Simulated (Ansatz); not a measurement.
**FH2OSi−: single points off equilibrium**

An exercise on one series of results from a longer session: the logs are not shown, and one member is left open.

Program: Ansatz 0.2.0, Gaussian basis. Level of theory: single points in def2-TZVPPD. These are calculated values, not measurements.

Correlated methods freeze the cores.

## The starting structure

SMILES `[O-][SiH2]F`, 5 atoms, charge -1, spin multiplicity 1.

Atoms are counted from 1 here; the program's logs count them from 0.

Bond lengths: O1–Si2 1.596 Å, Si2–F3 1.843 Å, Si2–H4 1.238 Å, Si2–H5 1.547 Å. Angles: O1–Si2–F3 103.6°, O1–Si2–H4 119.3°, O1–Si2–H5 115.3°, F3–Si2–H4 105.1°, F3–Si2–H5 99.0°, H4–Si2–H5 111.4°.

Coordinates:

```xyz
5
FH2OSi
O    -1.2539    0.5810    0.8446
Si   -0.1625   -0.0021   -0.1632
F     1.1975   -0.5633    0.9476
H    -0.4427   -0.9907   -0.8537
H     0.6142    1.0554   -0.9820
```

The first run:

File run/in.yaml:

```yaml
crystal:
  periodic: [false, false, false]
  atoms:
    - {symbol: O, position_ang: [-1.253900, 0.581000, 0.844600]}
    - {symbol: Si, position_ang: [-0.162500, -0.002100, -0.163200]}
    - {symbol: F, position_ang: [1.197500, -0.563300, 0.947600]}
    - {symbol: H, position_ang: [-0.442700, -0.990700, -0.853700]}
    - {symbol: H, position_ang: [0.614200, 1.055400, -0.982000]}
basis:
  gaussian: {orbitals: "def2-TZVPPD.json"}
total_charge: -1
correlation: {method: ccsd_t}
output: {forces: true}
```

The basis file named in the input lies beside it (Basis Set Exchange, JSON).

No record of the launch command was kept for these runs.

Steps of the session up to this table: CCSD(T)/def2-TZVPPD; PBE0-D4/def2-TZVPPD; wB97M-V/def2-TZVPPD; r2SCAN-D4/def2-TZVPPD; PBE-D4/def2-TZVPPD; r2SCANh-D4/def2-TZVPPD; wB97X-V/def2-TZVPPD.

One table of the session follows, with a row left open; its other results are not shown here.

| method | RMS force component (eV/Å) | angle to CCSD(T) forces (°) |
| --- | --- | --- |
| CCSD(T) | 3.583 | reference |
| PBE0-D4 | 3.640 | 2.2 |
| wB97M-V | 3.564 | 2.0 |
| r2SCAN-D4 | 3.594 | 1.5 |
| PBE-D4 | ? | ? |
| r2SCANh-D4 | 3.641 | 2.4 |
| wB97X-V | 3.643 | 2.1 |

Q: Estimate the row for PBE-D4 from the others.

As computed: RMS force component (eV/Å): 3.473; angle to CCSD(T) forces (°): 3.7. In the column «RMS force component (eV/Å)» it is the lowest.
